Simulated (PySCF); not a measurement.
Compound: C5H6S (charge -1 and doublet state).
SMILES with atom numbers: `[CH3:1][C:2]#[C:3][CH2:4][CH:5][S-:6]` (hydrogens: H7, H8, H9 on C1; H10, H11 on C4; H12 on C5)

Structure used (GFN2-xTB), in Å, numbered top down from 1:
```
atom  x, y, z in Å
C1     2.4966    0.0721    0.0344
C2     1.0755   -0.2330   -0.0127
C3    -0.0983   -0.4922   -0.0732
C4    -1.5456   -0.6362   -0.0200
C5    -2.1568    0.5367    0.6864
S6    -2.8498    1.8242   -0.1738
H7     3.0818   -0.7226   -0.4384
H8     2.8286    0.1763    1.0705
H9     2.6973    1.0092   -0.4895
H10   -1.7841   -1.5828    0.4995
H11   -1.9441   -0.6896   -1.0385
H12   -1.7998    0.7371    1.6941
```

The hyperfine couplings belong to this conformer and change with its torsions.

Theory: UKS B3LYP, pcH-1 on C H S, non-relativistic, mean-field spin-orbit, GIAO (PySCF). Whether the extra electron is bound in the gas phase wasn't checked; a finite basis holds it in any case. Couplings are sensitive to structure, and on GFN2-xTB geometries they can be far from those on DFT ones, by a factor of two or more for some ions and for spin on atoms past the first row. Stability of the SCF solution: not tested.

Q: Where do the isotropic ENDOR lines of C5, C3, C4, C2, C1, H12, H10/H11 and H7/H8/H9 fall at 340.2 mT, to first order?

A: ν± = |νn ± a/2|, one line for each electron-spin manifold; νn = |g_N| × 7.62259 MHz/T × B.

| nuclei | isotope | g_N | νn (MHz) | a_iso (MHz) | lower line (MHz) | upper line (MHz) |
| --- | --- | --- | --- | --- | --- | --- |
| C5 | 13C | 1.4048 | 3.64 | 103.81 | 48.26 | 55.55 |
| C3 | 13C | 1.4048 | 3.64 | 65.67 | 29.19 | 36.48 |
| C4 | 13C | 1.4048 | 3.64 | -15.96 | 4.33 | 11.62 |
| C2 | 13C | 1.4048 | 3.64 | 8.05 | 0.38 | 7.67 |
| C1 | 13C | 1.4048 | 3.64 | -1.24 | 3.02 | 4.26 |
| H12 | 1H | 5.5857 | 14.48 | -31.25 | 1.14 | 30.11 |
| H10/H11 | 1H | 5.5857 | 14.48 | 25.52 | 1.72 | 27.25 |
| H7/H8/H9 | 1H | 5.5857 | 14.48 | 3.83 | 12.57 | 16.40 |

The rows for 13C, of low natural abundance, apply to labelled samples.

Q: Which pairs are centred on the nuclear Larmor frequency, and which on half the coupling?

A: Centred on νn, since |a| < 2νn: C1, H10/H11 and H7/H8/H9. Centred on |a|/2 and split by 2νn: C5, C3, C4, C2 and H12.

Q: At what field would the lower line of H12 fall to zero frequency?

A: Where νn = |a|/2, that is B = 15.62 MHz/(5.5857 × 7.62259 MHz/T) = 367 mT, as far as first order holds there.

Class means assume fast exchange of nuclei equivalent by connectivity; if that motion is slow, each nucleus keeps its own coupling. The three 1H nuclei of mean +3.8 MHz run from 0.4 to 7.1 MHz in the frozen geometry. The 1H value of +25.5 MHz is a mean of couplings from 5.3 to 45.8 MHz in this one geometry, not an average over conformers.
